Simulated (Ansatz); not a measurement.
**Pd3Cl: from a trial structure to a relaxed crystal**

Theory: DFT PBE, scalar-relativistic, plane waves, PAW in Ansatz 0.2.0. Cutoff 420 eV, Γ-centred k mesh, Gaussian smearing, no spin polarisation in the final step.

The start puts Pd3Cl on the Cu3Au (L1_2) structure type (Pm-3m, No. 221), with Cl in place of Au, Pd in place of Cu, at a guessed volume.

```
CELL_PARAMETERS angstrom
4.06331 0.00000 0.00000
0.00000 4.06331 0.00000
0.00000 0.00000 4.06331
ATOMIC_POSITIONS crystal
Pd 0.00000 0.50000 0.50000
Pd 0.50000 0.00000 0.50000
Pd 0.50000 0.50000 0.00000
Cl 0.00000 0.00000 0.00000
```

Cell and atoms relax at zero pressure; the relaxation can't lower the symmetry of the start.

Energies over the elements count from the elements' standard structures at the same level (Cl₂ as a molecule), with no empirical corrections.

Q: Describe the relaxed structure.

A: It keeps Pm-3m (No. 221). The result has the Cu3Au (L1_2) structure. Conventional cell: a = 4.040 Å. Pd has 4 Cl at 2.86 Å and 8 Pd at 2.86 Å; Cl is coordinated by 12 Pd at 2.86 Å.

Space group Pm-3m (No. 221). a = 4.040 Å, b = 4.040 Å, c = 4.040 Å, α = 90.00°, β = 90.00°, γ = 90.00°
```json
{"atom": "Pd", "site": "3c", "symmetry": "4/mm.m", "x": "0.0000", "y": "0.5000", "z": "0.5000"}
{"atom": "Cl", "site": "1a", "symmetry": "m-3m", "x": "0.0000", "y": "0.0000", "z": "0.0000"}
```

Q: What are its volume, energy, density and gap?

A: The volume per atom is 16.49 Å³ and the density is 8.93 g/cm³. The energy over the elements is 0.40 eV/atom and the gap on the 12×12×12 mesh is 0 eV (a metal).

The final run used a 12×12×12 mesh on its 4-atom cell and 0.10 eV smearing. The k mesh leaves about 4 meV/atom of noise in metals. Symmetry constrained the relaxation, so the result can be a saddle point. The steps took roughly 40 core-seconds in all.

Cost: 2 runs of about 0.68 core-minutes in all, on Arm Neoverse V2 (shared hosts).